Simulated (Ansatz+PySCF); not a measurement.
# doublet H2O(+): levels of theory in one basis

```yaml
atoms:
  - { symbol: O, position_ang: [-0.0021, 0.3765, -0.0041] }
  - { symbol: H, position_ang: [-0.0009, -0.1871, -0.8338] }
  - { symbol: H, position_ang: [-0.0089, -0.1919, 0.8212] }
```

Basis set: cc-pVTZ (spherical functions). Left uncorrelated: 1 orbital. Correlation on ROHF uses semicanonical orbitals with singles. Charge 1, multiplicity 2.

Computed with Ansatz (development build ahead of 0.2.0); each method stands on the lowest determinant of its kind that the runs found.

```json
{"method": "ROHF", "E − E(ROHF) (eV)": "0.00", "<S²> of the determinant": "0.75"}
{"method": "UHF", "E − E(ROHF) (eV)": "-0.15", "<S²> of the determinant": "0.76"}
{"method": "ROHF-MP2", "E − E(ROHF) (eV)": "-5.56", "<S²> of the determinant": "–"}
{"method": "UHF-MP2", "E − E(ROHF) (eV)": "-5.55", "<S²> of the determinant": "0.76"}
{"method": "ROHF-CCSD", "E − E(ROHF) (eV)": "-5.97", "<S²> of the determinant": "–"}
{"method": "UHF-CCSD", "E − E(ROHF) (eV)": "-5.97", "<S²> of the determinant": "0.76"}
{"method": "ROHF-CCSD(T)", "E − E(ROHF) (eV)": "-6.11", "<S²> of the determinant": "–"}
{"method": "UHF-CCSD(T)", "E − E(ROHF) (eV)": "-6.11", "<S²> of the determinant": "0.76"}
```

Q: Is a single determinant a sound starting point here?

A: By this sign, yes. Unrestricted orbitals gain 0.15 eV and <S²> is 0.76 against 0.75 for a pure state.
